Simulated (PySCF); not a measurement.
C3H8OS.
SMILES: `CC[S@@](C)=O`

All values: wB97X-D/def2-SVPD (PySCF, non-relativistic), on one gas-phase PBE0-D3(BJ)/def2-SVP geometry that isn't relaxed in the solvent. The solvent is an IEF-PCM continuum (van der Waals radii × 1.2), and excitations are vertical TDDFT with non-equilibrium linear response and a frozen core. Specific hydrogen bonds and non-electrostatic terms are outside this model.

Gas-phase singlets (H = HOMO, L = LUMO):

```json
{"state": "S1", "E (eV)": "6.021", "λ (nm)": "206", "f": "0.012", "leading configuration": "H→L+2 40%"}
{"state": "S2", "E (eV)": "6.157", "λ (nm)": "201", "f": "0.057", "leading configuration": "H→L+1 47%"}
{"state": "S3", "E (eV)": "6.625", "λ (nm)": "187", "f": "0.017", "leading configuration": "H→L 69%"}
{"state": "S4", "E (eV)": "7.050", "λ (nm)": "176", "f": "0.004", "leading configuration": "H-1→L+2 46%"}
{"state": "S5", "E (eV)": "7.135", "λ (nm)": "174", "f": "0.100", "leading configuration": "H→L+3 65%"}
```

Task: What are the lowest 5 singlets in cyclohexane (ε = 2.017)?

Result: 
```json
{"state": "S1", "E (eV)": "6.062", "λ (nm)": "205", "f": "0.014", "leading configuration": "H→L+2 47%", "change by rank (eV)": "+0.041"}
{"state": "S2", "E (eV)": "6.258", "λ (nm)": "198", "f": "0.081", "leading configuration": "H→L 36%", "change by rank (eV)": "+0.101"}
{"state": "S3", "E (eV)": "6.785", "λ (nm)": "183", "f": "0.031", "leading configuration": "H→L 44%", "change by rank (eV)": "+0.160"}
{"state": "S4", "E (eV)": "7.114", "λ (nm)": "174", "f": "0.006", "leading configuration": "H-1→L+2 52%", "change by rank (eV)": "+0.064"}
{"state": "S5", "E (eV)": "7.236", "λ (nm)": "171", "f": "0.119", "leading configuration": "H→L+3 83%", "change by rank (eV)": "+0.101"}
```

Task: How does the list change in water (ε = 78.36)?

Result: 
```tsv
state	E (eV)	λ (nm)	f	leading configuration	change by rank (eV)
S1	6.124	202	0.011	H→L 76%	+0.103
S2	6.487	191	0.082	H→L+1 75%	+0.330
S3	7.065	175	0.046	H→L+2 57%	+0.440
S4	7.207	172	0.010	H-1→L 74%	+0.157
S5	7.399	168	0.105	H→L+3 62%	+0.264
```

Task: How do the frontier levels move from gas to water?

Result: 
```
orbital  gas (eV)  solvent (eV)  change (eV)
 LUMO+2      2.44          2.52        +0.08
 LUMO+1      2.18          2.35        +0.17
   LUMO      2.08          2.13        +0.05
   HOMO     -8.51         -8.77        -0.26
 HOMO-1     -9.63         -9.92        -0.29
 HOMO-2    -11.86        -11.79        +0.07
 HOMO-3    -12.36        -12.28        +0.08
```

The HOMO–LUMO gap goes from 10.59 to 10.89 eV. Rows go by rank; for HOMO-2, LUMO, LUMO+1 and LUMO+2 the atom shares or the degeneracy differ between the runs, so the row needn't follow one orbital.

Conformer computed: `[CH3:1][CH2:2][S@@:3]([CH3:4])=[O:5]`: C1–C2–S3–C4 -167°.
